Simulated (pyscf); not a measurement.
**Four-centre exchange: HO–Zn–OH + H₃C–OH -> H₂O + H₃C–O–Zn–OH**

Gas phase, singlet surface, charge 0. Bonds broken: O1–Zn2, O7–H11. Bonds formed: O1–H11, Zn2–O7. PySCF, gas phase, ωB97X-D3(BJ)/def2-SVP geometries.

Transition state (Å):

```xyz
11

O     -2.9549     0.4022     0.5004
Zn    -1.4631    -0.8654     0.6983
O     -1.1038    -2.5913     1.0071
H     -3.5734     0.6376     1.1998
H     -0.1616    -2.7897     1.0223
C      0.0000     1.4125    -0.7256
O     -0.7263     0.9453     0.3808
H     -0.5236     1.2286    -1.6849
H      0.9860     0.9178    -0.7788
H      0.1790     2.4999    -0.6441
H     -1.9422     1.0599     0.4015
```

One imaginary mode, 862i cm⁻¹; descent along it reached the two sides named, in the forms told below.

```tsv
bond	change	reactant side (Å)	saddle	product side
O1–Zn2	breaks	1.822	1.968	2.151
O7–H11	breaks	0.985	1.221	1.826
O1–H11	forms	1.800	1.212	0.986
Zn2–O7	forms	2.200	1.980	1.832
```

Electronic energies relative to the separated reactants (eV):

| level | barrier | reaction energy | reverse barrier |
|---|---|---|---|
| ωB97X-D3(BJ)/def2-TZVP | -0.24 | +0.09 | -0.34 |
| PBE/def2-TZVP | -0.20 | +0.12 | -0.32 |
| r²SCAN/def2-TZVP | -0.31 | +0.10 | -0.41 |
| B3LYP-D3(BJ)/def2-TZVP | -0.21 | +0.09 | -0.30 |
| PBE0-D3(BJ)/def2-TZVP | -0.28 | +0.10 | -0.38 |
| M06-2X/def2-TZVP | -0.41 | +0.10 | -0.52 |
| ωB97M-D3(BJ)/def2-TZVP | -0.20 | +0.11 | -0.31 |
| HF/def2-TZVP | 0.11 | +0.12 | -0.01 |

With ωB97M-D3(BJ)/def2-TZVP energies and thermal terms (ideal gas, 1 atm, RRHO with modes under 100 cm⁻¹ raised to 100, one conformer, R ln 2 for chiral ones without a mode under 150 cm⁻¹), in eV:

| T (K) | ΔH‡ | ΔG‡ | ΔH | ΔG |
|---|---|---|---|---|
| 298 | -0.26 | 0.21 | +0.10 | +0.10 |
| 600 | -0.25 | 0.69 | +0.11 | +0.09 |
| 900 | -0.22 | 1.16 | +0.11 | +0.08 |
| 1200 | -0.19 | 1.61 | +0.11 | +0.08 |

On the reactant side the descent ends in an adduct with a O–Zn contact, 0.65 eV under the separated species and 0.41 eV under the saddle at ωB97X-D3(BJ)/def2-TZVP. On the product side the descent ends in an adduct with a O–Zn contact, 0.65 eV under the separated species and 0.32 eV under the saddle at ωB97X-D3(BJ)/def2-TZVP. At ωB97X-D3(BJ), PBE, r²SCAN, B3LYP-D3(BJ), PBE0-D3(BJ), M06-2X, ωB97M-D3(BJ) the saddle lies under the separated reactants, which points to a path from their complex (located at ωB97X-D3(BJ) alone). At ωB97X-D3(BJ), PBE, r²SCAN, B3LYP-D3(BJ), PBE0-D3(BJ), M06-2X, ωB97M-D3(BJ), HF the saddle lies under the separated products, which points to a path from their complex (located at ωB97X-D3(BJ) alone), and parting the products costs more than the saddle. What is counted as formed (O–Zn) is already present as a longer contact in the reactant adduct; forming that adduct is a step of its own. What is counted as broken (O–Zn) persists as a longer contact in the product adduct; parting that adduct is a step of its own. One saddle was located; it need not be the lowest between these sides. Elements up to Kr have no core potential and no relativistic terms here.
